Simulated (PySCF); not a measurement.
Gas-phase XPS of `C[P+]1(P)CC1`, computed

Compound: C3H9P2 (charge +1).
Numbering: `[CH3:1][P+:2]1([PH2:3])[CH2:4][CH2:5]1`

Computed, not measured: PySCF 2.14.0, delta-SCF UKS SCAN, pcX-2 on the ionised atom, pcseg-1 elsewhere, spin-free X2C. Vertical ΔSCF values, vacuum level as zero.

Give the core binding energies atom by atom.

```tsv
atom(s)	bonded to	level	binding energy (eV)	2p1/2 (eV)	above the level's lowest (eV)	count
P2	3 C and P	P 1s	2156.37	–	+0.76	1
P3	2 H and P	P 1s	2155.61	–	0.00	1
C4/C5	C, 2 H and P	C 1s	295.84	–	+0.01	2
C1	3 H and P	C 1s	295.83	–	0.00	1
P2	3 C and P	P 2p3/2	142.74	143.63	+0.70	1
P3	2 H and P	P 2p3/2	142.04	142.94	0.00	1
```

The 2 C 1s values lie within 0.01 eV of each other; Gaussian lines of 0.5 eV full width would blend them into one maximum.

The listed P 1s values span 0.76 eV, from P3 (bonded to 2 H and P) to P2 (bonded to 3 C and P).

The listed P 2p3/2 values span 0.70 eV, from P3 (bonded to 2 H and P) to P2 (bonded to 3 C and P).

Which effective nuclear charge Zeff reproduces each element's mean 1s value in the hydrogen-like formula E = 13.606 eV × Zeff²?

C (Z = 6): mean 295.8 eV, Zeff = 4.66, Z − Zeff = 1.34; P (Z = 15): mean 2156.0 eV, Zeff = 12.59, Z − Zeff = 2.41. Means run over the listed sites, weighted by atom count.

Which photon energy gives electrons from P 2p3/2 of P2 a kinetic energy of 100 eV, and what is their de Broglie wavelength?

hν = 142.74 + 100 = 242.74 eV, recoil neglected; λ = 12.264 Å/√(E/eV) = 1.23 Å.

Atoms equivalent by their bonding share one computed value, that of the first of them. Spin–orbit coupling isn't in the SCF: each 2p doublet comes from a relaxed spin-free hole plus a matrix of the shell (mean-field spin–orbit coupling and the ground-state 2p splitting), with 2p3/2 averaged over its two sublevels. 2p1/2 minus 2p3/2 (ligand field included): P 0.89 eV (mean over sites). The species carries charge +1, so core ionisation leaves charge +2. Geometry: GFN2-xTB, one conformer, isolated ion.

The values belong to the conformer `[CH3:1][P+:2]1([PH2:3])[CH2:4][CH2:5]1`: H–P3–P2–C1 -47°, H–P3–P2–C1 46°.
